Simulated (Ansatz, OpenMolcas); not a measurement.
How methods differ on SiNH4F (SMILES N[SiH2]F)

SiNH4F: 7 atoms, total charge 0, spin state singlet. As SMILES, `N[SiH2]F`. The shape is that of a PBE0-D4/def2-TZVP optimisation. This is one conformer, not always the lowest.

Quantity: the vertical energy of the triplet above the singlet, in eV. The values are calculated.

```csv
level,kind,program,value (eV),less CCSD(T)/aug-cc-pVDZ
HF/aug-cc-pVDZ,Hartree–Fock,Ansatz,5.51,-0.88
SVWN5/aug-cc-pVDZ,LDA,Ansatz,6.34,-0.05
BLYP/aug-cc-pVDZ,GGA,OpenMolcas,6.13,-0.26
M06-L/aug-cc-pVDZ,meta-GGA,OpenMolcas,6.63,+0.24
BHLYP/aug-cc-pVDZ,global hybrid,OpenMolcas,6.23,-0.16
PBE0/aug-cc-pVDZ,global hybrid,Ansatz,6.23,-0.16
HSE06/aug-cc-pVDZ,range-separated hybrid,Ansatz,6.22,-0.17
RPA@PBE0/aug-cc-pVDZ,RPA,Ansatz,6.28,-0.11
CCSD(T)/aug-cc-pVDZ,coupled cluster or CI,Ansatz,6.39,0.00
CCSD/aug-cc-pVDZ,coupled cluster or CI,Ansatz,6.36,-0.03
```

CCSD(T)/aug-cc-pVDZ is the highest level here, not the true value. The values span 5.51 to 6.63 eV.
